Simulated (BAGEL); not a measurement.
# UHF/aug-cc-pVDZ (density fitting with qzvpp-jkfit) run of BHSCl (SMILES S[B]Cl)

What is the vertical ionisation energy of BHSCl at UHF/aug-cc-pVDZ (density fitting with qzvpp-jkfit)? 

The results are computed with BAGEL 1.2.2.

## Step 1: Starting point

BHSCl has 4 atoms, charge 0, and is taken as a doublet. As SMILES, `S[B]Cl`. The shape is that of a PBE0-D4/def2-TZVP optimisation.

Bond lengths: S1–B2 1.766 Å, B2–Cl3 1.722 Å, S1–H4 1.344 Å. Angles: S1–B2–Cl3 124.8°, B2–S1–H4 96.3°.

## Step 2: A single-point energy at UHF/aug-cc-pVDZ (density fitting with qzvpp-jkfit)

Input file job.json:

```json
{ "bagel": [

{
  "title": "molecule",
  "basis": "aug-cc-pvdz.json",
  "df_basis": "qzvpp-jkfit",
  "angstrom": "true",
  "geometry": [
    { "atom": "S", "xyz": [    0.566400,   -0.789100,    0.531400 ] },
    { "atom": "B", "xyz": [   -0.299600,    0.475700,   -0.345800 ] },
    { "atom": "Cl", "xyz": [   -2.014100,    0.616000,   -0.427300 ] },
    { "atom": "H", "xyz": [    1.802900,   -0.362900,    0.221400 ] }
  ]
},
{
  "title": "uhf",
  "nopen": 1
},
{
  "title": "print",
  "file": "orbitals.molden",
  "orbitals": "true"
}

]}
```

The basis set aug-cc-pVDZ is read from a file made from the Basis Set Exchange's data (not shown).

Started as:

```
$ BAGEL_NUM_THREADS=1 BAGEL job.json > job.out
```

Output:

```text
* using 1 threads per process

  ===============================================================
  ===============================================================

  *** Geometry ***

  { "atom" : "S", "xyz" : [      1.070341,     -1.491183,      1.004200 ] },
  { "atom" : "B", "xyz" : [     -0.566162,      0.898943,     -0.653467 ] },
  { "atom" : "Cl", "xyz" : [     -3.806097,      1.164071,     -0.807480 ] },
  { "atom" : "H", "xyz" : [      3.406987,     -0.685782,      0.418385 ] },

  Number of auxiliary basis functions:      349

  Since a DF basis is specified, we compute 2- and 3-index integrals:
    o Being stored without compression. Storage requirement is 0.021 GB

  Number of basis functions:       86
  Number of electrons      :       39

    * METHOD: MOLECULE                             0.12

  *** Open-shell HF ***

  === Nuclear Repulsion ===
   106.3450801965

      * DIIS with orbital gradients will be used.

  === UHF iteration (aug-cc-pvdz.json) ===
      0       -882.17665787          0.02571713           0.07
      1       -882.29662084          0.01198352           0.07
      2       -882.31554715          0.00502304           0.07
      3       -882.31917749          0.00158360           0.07
      4       -882.32052503          0.00048680           0.07
      5       -882.32068503          0.00016046           0.07
      6       -882.32073871          0.00005392           0.07
      7       -882.32075100          0.00002491           0.07
      8       -882.32075442          0.00001147           0.07
      9       -882.32075565          0.00000341           0.07
     10       -882.32075577          0.00000167           0.07
     11       -882.32075582          0.00000076           0.07
     12       -882.32075583          0.00000032           0.07
     13       -882.32075584          0.00000014           0.07
     14       -882.32075584          0.00000007           0.07
     15       -882.32075584          0.00000004           0.07
     16       -882.32075584          0.00000002           0.07
     17       -882.32075584          0.00000001           0.07
    * SCF iteration converged.

    * S^2 (UHF) is 0.7573

    * Permanent dipole moment:
           (   -0.519102,     0.010373,    -0.002301) a.u.

    * METHOD: UHF                                  1.39

    * METHOD: PRINT                                0.02

  ===============================================================
```

It took 1.7 s on 1 thread of Arm Neoverse V1, shared host.

## Step 3: The singlet cation, same level

Input file job.json:

```json
{ "bagel" : [

{
  "title" : "molecule",
  "basis" : "aug-cc-pvdz.json",
  "df_basis" : "qzvpp-jkfit",
  "angstrom" : true,
  "geometry" : [
    { "atom" : "S", "xyz" : [    0.566400,   -0.789100,    0.531400 ] },
    { "atom" : "B", "xyz" : [   -0.299600,    0.475700,   -0.345800 ] },
    { "atom" : "Cl", "xyz" : [   -2.014100,    0.616000,   -0.427300 ] },
    { "atom" : "H", "xyz" : [    1.802900,   -0.362900,    0.221400 ] }
  ]
},
{
  "title" : "hf",
  "charge" : 1
},
{
  "title" : "print",
  "file" : "orbitals.molden",
  "orbitals" : true
}

]}
```

The basis set aug-cc-pVDZ is read from a file made from the Basis Set Exchange's data (not shown).

Started as:

```
$ BAGEL_NUM_THREADS=1 BAGEL job.json > job.out
```

Output:

```text
* using 1 threads per process

  ===============================================================
  ===============================================================

  *** Geometry ***

  { "atom" : "S", "xyz" : [      1.070341,     -1.491183,      1.004200 ] },
  { "atom" : "B", "xyz" : [     -0.566162,      0.898943,     -0.653467 ] },
  { "atom" : "Cl", "xyz" : [     -3.806097,      1.164071,     -0.807480 ] },
  { "atom" : "H", "xyz" : [      3.406987,     -0.685782,      0.418385 ] },

  Number of auxiliary basis functions:      349

  Since a DF basis is specified, we compute 2- and 3-index integrals:
    o Being stored without compression. Storage requirement is 0.021 GB

  Number of basis functions:       86
  Number of electrons      :       39

    * METHOD: MOLECULE                             0.12

  *** RHF ***

  === Nuclear Repulsion ===
   106.3450801965

      * DIIS with orbital gradients will be used.

  === RHF iteration (aug-cc-pvdz.json) ===
      0       -881.93264721          0.00939140           0.03
      1       -882.00406404          0.00411019           0.03
      2       -882.01382537          0.00144930           0.03
      3       -882.01531989          0.00057610           0.03
      4       -882.01552125          0.00017055           0.03
      5       -882.01555529          0.00006794           0.03
      6       -882.01556206          0.00002574           0.03
      7       -882.01556300          0.00000915           0.03
      8       -882.01556312          0.00000287           0.03
      9       -882.01556313          0.00000097           0.03
     10       -882.01556313          0.00000037           0.03
     11       -882.01556313          0.00000015           0.03
     12       -882.01556313          0.00000006           0.03
     13       -882.01556313          0.00000003           0.03
     14       -882.01556313          0.00000001           0.03
     15       -882.01556313          0.00000001           0.03
    * SCF iteration converged.

    * Permanent dipole moment:
           (   -1.142363,    -0.464890,     0.336492) a.u.

    * METHOD: HF                                   0.64

    * METHOD: PRINT                                0.02

  ===============================================================
```

Wall time 0.91 s (1 thread of Arm Neoverse V1, shared host).

## Step 4: Results

At UHF/aug-cc-pVDZ (density fitting with qzvpp-jkfit):

```
                                          quantity          value
                       doublet BHSCl: total energy  -882.32076 Eh
                      doublet BHSCl: dipole moment         1.32 D
                               doublet BHSCl: ⟨S²⟩          0.757
                      singlet cation: total energy  -882.01556 Eh
                       singlet cation: HOMO energy      -17.50 eV
                       singlet cation: LUMO energy       -6.98 eV
                     singlet cation: HOMO–LUMO gap       10.51 eV
vertical ionisation energy (to the singlet cation)       8.305 eV
```

**Reading.** The vertical ionisation energy comes to 8.30 eV (192 kcal/mol).
